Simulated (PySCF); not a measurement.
SMILES [CH3], doublet, PBE0/def2-SVP optimised geometry.

```
4

C     -0.27     0.00     0.00
H     -0.82     0.94     0.00
H      0.82     0.00     0.00
H     -0.82    -0.94     0.00
```

Density from unrestricted PBE0/def2-TZVP in PySCF 2.14.0 at that geometry.

Minimum of the electron density along straight lines between bonded atoms, close to the bond critical point (lines longer than 1.1 times the sum of covalent radii, or with two minima, are not listed):

| bond | length / Å | ρ at the minimum / e bohr⁻³ | ∇²ρ there / e bohr⁻⁵ | position (fraction from the first atom) |
|---|---|---|---|---|
| C1–H2 | 1.090 | 0.278 | -0.96 | 0.65 |
| C1–H3 | 1.090 | 0.278 | -0.96 | 0.65 |
| C1–H4 | 1.090 | 0.278 | -0.96 | 0.65 |
